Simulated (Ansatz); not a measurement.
## Structure relaxation of Sc

The calculation used Ansatz 0.2.0, DFT PBEsol, scalar-relativistic, plane waves, PAW. Cutoff 420 eV, Γ-centred k mesh, Gaussian smearing, no spin polarisation in the final step.

Sc was placed on the simple cubic structure type (Pm-3m, No. 221), at a guessed volume.

```yaml
crystal:
  lattice:
    - [2.96967, 0.00000, 0.00000]
    - [0.00000, 2.96967, 0.00000]
    - [0.00000, 0.00000, 2.96967]
  atoms:
    - { symbol: Sc, position: [0.00000, 0.00000, 0.00000] }
```

Cell and atoms relax at zero pressure; the relaxation can't lower the symmetry of the start.

Energies count from the standard state of Sc at the same level.

Question: Describe the relaxed structure.

Answer: It keeps Pm-3m (No. 221). The result has the simple cubic structure. Conventional cell: a = 2.912 Å. Sc has 6 Sc at 2.91 Å.

```
Sc
1.0
     2.91161    0.00000    0.00000
     0.00000    2.91161    0.00000
     0.00000    0.00000    2.91161
Sc
1
Direct
  0.00000 0.00000 0.00000
```

Question: What are its volume, energy, density and gap?

Answer: The volume per atom is 24.68 Å³. The density is 3.02 g/cm³. The energy over the standard structure is 0.77 eV/atom and the gap on the 18×18×18 mesh is 0 eV (a metal).

The final run used a 18×18×18 mesh on its 1-atom cell and 0.10 eV smearing. The k mesh leaves about 4 meV/atom of noise in metals. Symmetry constrained the relaxation, so the result can be a saddle point. The steps took about 7 core-seconds in all.

This simple cubic form isn't the element's structure at ambient conditions.